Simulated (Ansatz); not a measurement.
A short molecular-dynamics run on `NC(O)(O)F`.

```yaml
crystal:
  periodic: [false, false, false]
  atoms:
    - {symbol: N, position_ang: [0.758168, 0.544189, -0.772447]}
    - {symbol: C, position_ang: [0.002765, -0.126873, 0.219972]}
    - {symbol: O, position_ang: [-0.568591, -1.285117, -0.232917]}
    - {symbol: O, position_ang: [-0.987240, 0.671741, 0.735213]}
    - {symbol: F, position_ang: [0.891725, -0.441899, 1.233141]}
    - {symbol: H, position_ang: [0.184194, 0.688772, -1.593174]}
    - {symbol: H, position_ang: [1.567059, -0.008074, -1.026449]}
    - {symbol: H, position_ang: [-1.181120, -1.598763, 0.442531]}
    - {symbol: H, position_ang: [-0.578460, 1.509825, 0.977130]}
basis:
  gaussian: {orbitals: def2-SVP}
hamiltonian: {xc: {name: BLYP}, dispersion: d3bjatm}
md: {timestep: 0.5 fs, n_steps: 20, ensemble: nvt_nose_hoover, temperature: 1500, initial_velocities: maxwell_boltzmann, seed: 941}
```

```sh
$ ansatz run in.yaml --threads 2 --pin off --events-out ev --progress --plain --max-ram 4352MiB
```

```tsv
step	time (fs)	potential energy (eV)	kinetic (eV)	T (K)	conserved (eV)
0	0.0	-9394.5997	1.3572	1500	-9393.2425
1	0.5	-9394.5644	1.3224	1462	-9393.2419
2	1.0	-9394.4766	1.2371	1367	-9393.2394
3	1.5	-9394.3755	1.1388	1259	-9393.2368
4	2.0	-9394.3022	1.0662	1178	-9393.2360
5	2.5	-9394.2689	1.0317	1140	-9393.2373
6	3.0	-9394.2574	1.0185	1126	-9393.2389
7	3.5	-9394.2430	1.0037	1109	-9393.2395
8	4.0	-9394.2151	0.9762	1079	-9393.2391
9	4.5	-9394.1765	0.9382	1037	-9393.2386
10	5.0	-9394.1336	0.8957	990	-9393.2383
11	5.5	-9394.0900	0.8521	942	-9393.2383
12	6.0	-9394.0459	0.8082	893	-9393.2382
13	6.5	-9394.0037	0.7668	847	-9393.2376
14	7.0	-9393.9726	0.7367	814	-9393.2367
15	7.5	-9393.9651	0.7297	806	-9393.2364
16	8.0	-9393.9856	0.7494	828	-9393.2373
17	8.5	-9394.0203	0.7824	865	-9393.2392
18	9.0	-9394.0416	0.8022	887	-9393.2409
19	9.5	-9394.0246	0.7850	868	-9393.2413
20	10.0	-9393.9652	0.7274	804	-9393.2398
```

Velocities are drawn at the set temperature; a run this short doesn't reach equilibrium.

Frames (Å, forces in eV/Å):

```xyz
9
time=0.0 fs
N     0.758    0.544   -0.772    0.184    0.598    0.166
C     0.003   -0.127    0.220   -0.007    0.086   -0.071
O    -0.569   -1.285   -0.233    0.069   -0.514   -0.892
O    -0.987    0.672    0.735   -1.016   -0.075    0.108
F     0.892   -0.442    1.233    0.720   -0.250    0.778
H     0.184    0.689   -1.593   -0.319    0.090   -0.569
H     1.567   -0.008   -1.026    0.525   -0.334   -0.222
H    -1.181   -1.599    0.443   -0.466   -0.235    0.520
H    -0.578    1.510    0.977    0.310    0.635    0.182
9
time=0.5 fs
N     0.761    0.545   -0.769   -0.114    0.638   -0.073
C    -0.002   -0.131    0.221    0.480    0.224   -0.177
O    -0.571   -1.288   -0.229    0.966   -0.077   -1.886
O    -0.986    0.672    0.732   -0.801    0.798    0.386
F     0.894   -0.442    1.232    0.663   -0.307    0.820
H     0.166    0.723   -1.577   -0.043    0.024   -0.360
H     1.581    0.015   -1.046    0.310   -0.315   -0.157
H    -1.179   -1.591    0.418   -1.420   -0.708    1.521
H    -0.579    1.539    0.955   -0.041   -0.278   -0.074
9
time=1.0 fs
N     0.763    0.546   -0.765   -0.374    0.672   -0.396
C    -0.007   -0.135    0.223    0.941    0.350   -0.276
O    -0.572   -1.292   -0.225    1.820    0.308   -2.760
O    -0.984    0.672    0.728   -0.651    1.571    0.592
F     0.896   -0.442    1.230    0.603   -0.360    0.859
H     0.147    0.757   -1.562    0.278   -0.074   -0.104
H     1.595    0.038   -1.066    0.028   -0.256   -0.061
H    -1.181   -1.585    0.397   -2.323   -1.123    2.399
H    -0.579    1.567    0.933   -0.322   -1.088   -0.254
9
time=1.5 fs
N     0.765    0.547   -0.761   -0.588    0.715   -0.748
C    -0.012   -0.138    0.224    1.363    0.461   -0.360
O    -0.574   -1.295   -0.222    2.361    0.512   -3.261
O    -0.983    0.672    0.725   -0.574    2.181    0.725
F     0.898   -0.443    1.229    0.542   -0.407    0.894
H     0.129    0.790   -1.547    0.607   -0.196    0.151
H     1.610    0.059   -1.086   -0.291   -0.179    0.061
H    -1.188   -1.581    0.381   -2.904   -1.353    2.895
H    -0.580    1.593    0.911   -0.516   -1.734   -0.357
9
time=2.0 fs
N     0.768    0.548   -0.757   -0.757    0.771   -1.086
C    -0.017   -0.142    0.226    1.738    0.558   -0.429
O    -0.575   -1.298   -0.219    2.362    0.447   -3.216
O    -0.982    0.672    0.722   -0.563    2.613    0.796
F     0.900   -0.443    1.227    0.480   -0.448    0.926
H     0.113    0.824   -1.531    0.913   -0.330    0.370
H     1.624    0.081   -1.106   -0.611   -0.105    0.197
H    -1.202   -1.581    0.373   -2.932   -1.309    2.837
H    -0.582    1.615    0.887   -0.629   -2.197   -0.394
9
time=2.5 fs
N     0.770    0.549   -0.754   -0.890    0.841   -1.374
C    -0.021   -0.146    0.227    2.059    0.640   -0.481
O    -0.576   -1.301   -0.217    1.798    0.127   -2.667
O    -0.981    0.673    0.719   -0.602    2.871    0.817
F     0.902   -0.444    1.226    0.417   -0.481    0.954
H     0.099    0.856   -1.515    1.171   -0.461    0.532
H     1.637    0.102   -1.125   -0.901   -0.050    0.337
H    -1.224   -1.584    0.371   -2.381   -1.005    2.264
H    -0.586    1.632    0.863   -0.672   -2.483   -0.380
9
time=3.0 fs
N     0.772    0.550   -0.751   -0.995    0.918   -1.593
C    -0.025   -0.149    0.228    2.326    0.711   -0.518
O    -0.576   -1.304   -0.215    0.864   -0.335   -1.835
O    -0.980    0.675    0.716   -0.677    2.962    0.801
F     0.905   -0.444    1.225    0.354   -0.509    0.976
H     0.087    0.888   -1.498    1.367   -0.576    0.627
H     1.647    0.123   -1.144   -1.139   -0.021    0.468
H    -1.250   -1.589    0.375   -1.446   -0.550    1.402
H    -0.592    1.642    0.837   -0.655   -2.599   -0.329
9
time=3.5 fs
N     0.774    0.552   -0.748   -1.084    0.995   -1.730
C    -0.028   -0.152    0.229    2.539    0.771   -0.542
O    -0.577   -1.307   -0.214   -0.167   -0.807   -0.973
O    -0.979    0.677    0.713   -0.780    2.886    0.758
F     0.907   -0.445    1.224    0.290   -0.532    0.993
H     0.079    0.918   -1.479    1.494   -0.668    0.655
H     1.655    0.144   -1.161   -1.308   -0.024    0.581
H    -1.281   -1.595    0.382   -0.399   -0.075    0.508
H    -0.599    1.647    0.811   -0.584   -2.547   -0.251
9
time=4.0 fs
N     0.775    0.553   -0.745   -1.164    1.062   -1.776
C    -0.031   -0.156    0.230    2.701    0.822   -0.558
O    -0.577   -1.310   -0.212   -1.091   -1.199   -0.239
O    -0.978    0.679    0.711   -0.911    2.631    0.695
F     0.909   -0.445    1.224    0.223   -0.550    1.004
H     0.075    0.946   -1.458    1.547   -0.725    0.618
H     1.659    0.165   -1.177   -1.399   -0.056    0.667
H    -1.312   -1.602    0.390    0.554    0.335   -0.253
H    -0.607    1.645    0.785   -0.460   -2.320   -0.157
9
time=4.5 fs
N     0.777    0.555   -0.743   -1.238    1.110   -1.730
C    -0.033   -0.158    0.231    2.815    0.865   -0.569
O    -0.578   -1.314   -0.211   -1.812   -1.474    0.312
O    -0.977    0.682    0.708   -1.072    2.182    0.623
F     0.912   -0.446    1.223    0.154   -0.566    1.006
H     0.074    0.973   -1.436    1.523   -0.743    0.521
H     1.660    0.186   -1.192   -1.406   -0.118    0.720
H    -1.342   -1.608    0.398    1.316    0.646   -0.823
H    -0.616    1.637    0.757   -0.281   -1.902   -0.060
9
time=5.0 fs
N     0.778    0.557   -0.740   -1.309    1.130   -1.586
C    -0.035   -0.161    0.232    2.886    0.899   -0.581
O    -0.579   -1.317   -0.209   -2.317   -1.633    0.688
O    -0.977    0.685    0.706   -1.268    1.520    0.555
F     0.914   -0.447    1.222    0.083   -0.578    1.001
H     0.077    0.998   -1.413    1.422   -0.712    0.368
H     1.658    0.206   -1.204   -1.326   -0.206    0.734
H    -1.369   -1.612    0.403    1.872    0.858   -1.207
H    -0.627    1.626    0.730   -0.043   -1.277    0.028
9
time=5.5 fs
N     0.779    0.559   -0.739   -1.375    1.113   -1.347
C    -0.036   -0.164    0.232    2.917    0.927   -0.595
O    -0.580   -1.321   -0.208   -2.625   -1.690    0.923
O    -0.976    0.688    0.703   -1.500    0.651    0.509
F     0.917   -0.448    1.222    0.009   -0.589    0.989
H     0.083    1.021   -1.389    1.243   -0.629    0.164
H     1.653    0.226   -1.215   -1.162   -0.318    0.705
H    -1.391   -1.615    0.406    2.240    0.985   -1.437
H    -0.637    1.611    0.703    0.252   -0.451    0.090
9
time=6.0 fs
N     0.780    0.562   -0.737   -1.435    1.054   -1.015
C    -0.036   -0.166    0.233    2.913    0.948   -0.613
O    -0.582   -1.325   -0.206   -2.763   -1.663    1.047
O    -0.976    0.691    0.701   -1.756   -0.375    0.501
F     0.919   -0.448    1.222   -0.066   -0.598    0.968
H     0.092    1.043   -1.364    0.990   -0.488   -0.081
H     1.644    0.245   -1.225   -0.916   -0.449    0.630
H    -1.408   -1.615    0.406    2.447    1.044   -1.543
H    -0.647    1.595    0.676    0.586    0.526    0.106
9
time=6.5 fs
N     0.780    0.564   -0.736   -1.486    0.948   -0.605
C    -0.036   -0.169    0.233    2.876    0.964   -0.636
O    -0.584   -1.329   -0.204   -2.748   -1.563    1.080
O    -0.977    0.695    0.699   -1.996   -1.426    0.542
F     0.922   -0.449    1.222   -0.140   -0.606    0.939
H     0.103    1.063   -1.340    0.673   -0.291   -0.356
H     1.634    0.264   -1.232   -0.600   -0.595    0.510
H    -1.419   -1.612    0.401    2.507    1.045   -1.544
H    -0.655    1.580    0.649    0.915    1.523    0.071
9
time=7.0 fs
N     0.780    0.567   -0.734   -1.528    0.801   -0.144
C    -0.036   -0.171    0.233    2.808    0.976   -0.664
O    -0.586   -1.334   -0.202   -2.581   -1.397    1.025
O    -0.977    0.698    0.696   -2.159   -2.297    0.621
F     0.924   -0.451    1.222   -0.212   -0.613    0.902
H     0.117    1.083   -1.316    0.313   -0.050   -0.640
H     1.622    0.280   -1.239   -0.234   -0.749    0.352
H    -1.424   -1.607    0.393    2.421    0.993   -1.446
H    -0.661    1.569    0.623    1.172    2.335   -0.006
9
time=7.5 fs
N     0.780    0.570   -0.733   -1.559    0.625    0.322
C    -0.035   -0.172    0.233    2.709    0.986   -0.694
O    -0.589   -1.339   -0.200   -2.242   -1.167    0.873
O    -0.978    0.700    0.694   -2.176   -2.767    0.701
F     0.926   -0.452    1.222   -0.280   -0.620    0.859
H     0.130    1.103   -1.294   -0.055    0.213   -0.905
H     1.610    0.295   -1.245    0.150   -0.900    0.169
H    -1.424   -1.599    0.382    2.170    0.888   -1.241
H    -0.664    1.563    0.596    1.282    2.742   -0.084
9
time=8.0 fs
N     0.780    0.573   -0.732   -1.579    0.446    0.735
C    -0.033   -0.174    0.233    2.580    0.996   -0.725
O    -0.592   -1.344   -0.198   -1.698   -0.870    0.603
O    -0.979    0.703    0.692   -2.006   -2.715    0.731
F     0.929   -0.453    1.222   -0.343   -0.626    0.809
H     0.144    1.123   -1.274   -0.385    0.458   -1.118
H     1.598    0.308   -1.250    0.510   -1.035   -0.015
H    -1.418   -1.590    0.367    1.719    0.725   -0.911
H    -0.664    1.564    0.569    1.204    2.621   -0.110
9
time=8.5 fs
N     0.779    0.576   -0.730   -1.587    0.297    1.028
C    -0.031   -0.176    0.233    2.420    1.006   -0.751
O    -0.596   -1.349   -0.196   -0.909   -0.506    0.193
O    -0.980    0.705    0.691   -1.670   -2.190    0.674
F     0.931   -0.454    1.222   -0.401   -0.631    0.753
H     0.157    1.144   -1.257   -0.630    0.640   -1.244
H     1.587    0.318   -1.255    0.796   -1.140   -0.170
H    -1.408   -1.579    0.351    1.027    0.503   -0.436
H    -0.662    1.572    0.542    0.955    2.022   -0.047
9
time=9.0 fs
N     0.779    0.579   -0.729   -1.576    0.209    1.148
C    -0.028   -0.177    0.233    2.228    1.016   -0.769
O    -0.599   -1.354   -0.193    0.145   -0.083   -0.369
O    -0.982    0.706    0.689   -1.232   -1.383    0.530
F     0.933   -0.456    1.223   -0.453   -0.634    0.692
H     0.168    1.167   -1.243   -0.752    0.712   -1.263
H     1.578    0.326   -1.261    0.965   -1.202   -0.267
H    -1.395   -1.566    0.333    0.073    0.228    0.193
H    -0.657    1.584    0.515    0.601    1.137    0.106
9
time=9.5 fs
N     0.777    0.582   -0.727   -1.532    0.204    1.066
C    -0.025   -0.178    0.232    2.007    1.026   -0.775
O    -0.603   -1.359   -0.191    1.420    0.365   -1.052
O    -0.984    0.708    0.687   -0.769   -0.513    0.329
F     0.936   -0.457    1.223   -0.498   -0.635    0.627
H     0.178    1.192   -1.232   -0.738    0.650   -1.173
H     1.571    0.331   -1.268    0.990   -1.213   -0.283
H    -1.383   -1.553    0.316   -1.100   -0.072    0.939
H    -0.650    1.599    0.488    0.219    0.188    0.321
9
time=10.0 fs
N     0.776    0.585   -0.725   -1.439    0.278    0.795
C    -0.021   -0.179    0.232    1.758    1.035   -0.763
O    -0.606   -1.364   -0.189    2.747    0.780   -1.747
O    -0.986    0.709    0.686   -0.338    0.257    0.107
F     0.938   -0.459    1.224   -0.537   -0.631    0.561
H     0.186    1.218   -1.223   -0.607    0.453   -0.991
H     1.567    0.333   -1.275    0.872   -1.169   -0.212
H    -1.373   -1.540    0.301   -2.324   -0.339    1.691
H    -0.643    1.614    0.462   -0.132   -0.663    0.558
```

Hardware: 2 threads of an AMD EPYC 7B13 on a shared host. Wall time 22 s, peak host memory 0.14 GiB.
